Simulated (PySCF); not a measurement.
Structure problem from calculated spectra and properties.

Formula: C3H7FO2.

- UV, strongest line: among the 10 lowest singlet transitions: S8 at 9.64 eV (129 nm, f = 0.048) [TDDFT wB97X-D/def2-SVPD]
- NMR, other nuclei: isotropic shieldings of nuclei other than C and H, by class: 225 (1 O), 292 (1 O), 361 (1 F) ppm [GIAO PBE0/pcSseg-1]
- Couplings: largest of the computed one-bond spin–spin couplings (means over like bonds): 19F–13C -283.3, 13C–1H +177.0 (×2), 13C–1H +169.8 (×2), 13C–1H +147.0 (×3), 17O–13C +27.5, 17O–13C +27.5, 17O–13C +27.4, 17O–13C +23.2 Hz [B3LYP/pcJ-1, spin–dipole term left out for some pairs]
- UV, first state: lowest singlet excitation: 8.18 eV (152 nm, f = 0.011) [TDDFT wB97X-D/def2-SVPD]
- Rotational structure: rotational constants A, B, C: 9.685, 1.833, 1.789 GHz [PBE0-D3(BJ)/def2-SVP]
- Polarisability: 48.7 au [wB97X-D/def2-SVPD]
- 13C NMR: chemical shifts (computed TMS as zero) by class: 98.7 (1 C), 92.6 (1 C), 55.6 (1 C) ppm [GIAO PBE0/pcSseg-1]
- Valence photoelectron: vertical ionisation energy: 10.71 eV [ΔSCF wB97X-D/def2-SVPD]
- Dipole: 2.00 D [wB97X-D/def2-SVPD]

Gas-phase values; electronic properties from PySCF, density fitting. Levels stand in brackets. Isolated species at its PBE0-D3(BJ)/def2-SVP geometry (one conformer only). Each NMR value is the plain mean over a class of atoms that symmetry, rotation or inversion makes alike.

Question: Propose a structure and show how it fits.

Answer: Numbering: `[CH3:1][O:2][CH2:3][O:4][CH2:5][F:6]`. Its formula, C3H7FO2, gives 0 degrees of unsaturation, so no ring and no π bond. 3 carbons fall into 3 classes; from least to most shielded: sp3 C–F carbon [C5] (98.7 ppm), sp3 carbon bearing two oxygens [C3] (92.6 ppm), methoxy carbon [C1] (55.6 ppm). The other shieldings belong to: 225 ppm, ether oxygen [O4]; 292 ppm, ether oxygen [O2]; 361 ppm, alkyl fluorine [F6]. The couplings run between: -283.3 Hz, alkyl fluorine [F6] and sp3 C–F carbon [C5]; +177.0 Hz, sp3 C–F carbon [C5] and its hydrogen (with 1 like pair); +169.8 Hz, sp3 carbon bearing two oxygens [C3] and its hydrogen (with 1 like pair); +147.0 Hz, methoxy carbon [C1] and its hydrogen (with 2 like pairs); +27.5 Hz, ether oxygen [O4] and sp3 C–F carbon [C5]; +27.5 Hz, ether oxygen [O2] and sp3 carbon bearing two oxygens [C3]; +27.4 Hz, ether oxygen [O4] and sp3 carbon bearing two oxygens [C3]; +23.2 Hz, ether oxygen [O2] and methoxy carbon [C1]. The first electron is taken from the HOMO, whose largest Löwdin shares are 0.57 on an ether oxygen, 0.12 on the methoxy carbon, 0.09 on an ether oxygen and 0.06 on a methyl hydrogen. The optimised geometry has point group C1 and is an asymmetric top. Structure: `COCOCF`. Computed isomers that give other values at the same levels: `CO[C@@H](F)CO` (rotational constant A: 8.295 GHz; this holds for the one conformer computed). The assignments are read from this structure; whether some other isomer fits the data as well wasn't checked.

The values belong to the conformer `[CH3:1][O:2][CH2:3][O:4][CH2:5][F:6]`: C1–O2–C3–O4 70°, O2–C3–O4–C5 72°, C3–O4–C5–F6 75°.
